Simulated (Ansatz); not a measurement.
# CH4BF: the cost of one run

Program: the Python package of Ansatz 0.2.0. Level of theory: PBE/def2-SVPD. These are calculated values, not measurements.

### Step 1. The structure

Bond lengths: B1–C2 1.532 Å, C2–F3 1.373 Å, B1–H4 1.126 Å, B1–H5 1.236 Å, C2–H6 1.121 Å, C2–H7 1.133 Å. Angles: B1–C2–F3 107.4°, B1–C2–H6 110.7°, B1–C2–H7 110.1°, F3–C2–H6 110.6°, F3–C2–H7 109.9°, H6–C2–H7 108.1°, C2–B1–H4 122.8°, C2–B1–H5 120.5°, H4–B1–H5 116.6°.

The script holds or builds the structure itself.

### Step 2. Script

ch4bf.py reads:

```python
import ansatz as az

BASIS = "def2-SVPD"
FUNCTIONAL = "pbe"

FIRST = [
    ("B", (-0.7017, 0.0983, -0.5046)),
    ("C", (0.5424, -0.0447, 0.3784)),
    ("F", (0.5606, -1.331, 0.8568)),
    ("H", (-1.4265, -0.7449, -0.6792)),
    ("H", (-0.9664, 1.178, -1.046)),
    ("H", (0.5148, 0.6899, 1.2248)),
    ("H", (1.4765, 0.1544, -0.2305)),
]
SECOND = [
    ("B", (1.1203, -5.432, -1.7605)),
    ("C", (0.2525, -4.8281, -0.6514)),
    ("F", (0.9442, -3.7683, -0.1201)),
    ("H", (2.1347, -5.0262, -2.0311)),
    ("H", (0.7333, -6.4227, -2.391)),
    ("H", (0.0322, -5.591, 0.1399)),
    ("H", (-0.7331, -4.4704, -1.08)),
]

def energy(atoms, ghosts=()):
    molecule = az.Crystal.molecule()
    for symbol, xyz in atoms:
        molecule = molecule.atom(symbol, xyz)
    calc = (
        molecule.calculation()
        .basis(gaussian=BASIS)
        .functional(FUNCTIONAL)
    )
    deck = calc.input()
    if ghosts:
        deck = deck.set(az.key.basis.gaussian.ghost_atoms, [{"symbol": s, "position_ang": list(xyz)} for s, xyz in ghosts])
    return az.Session.from_dict(deck).plan().execute().report["free_energy_ev"]

both = energy(FIRST + SECOND)
alone = energy(FIRST) + energy(SECOND)
ghosted = energy(FIRST, SECOND) + energy(SECOND, FIRST)
print(f"dimer {both:.6f} eV")
print(f"interaction, uncorrected   {23.060548 * (both - alone):8.3f} kcal/mol")
print(f"interaction, counterpoise  {23.060548 * (both - ghosted):8.3f} kcal/mol")
print(f"basis-set superposition    {23.060548 * (alone - ghosted):8.3f} kcal/mol")
```

### Step 3. Launch

Launch:

```
> python ch4bf.py
```

**Question.** How long does this script take on 1 thread of Arm Neoverse V2, shared host, and how much memory does it need?

About 19 s, with a peak of 0.28 GiB.
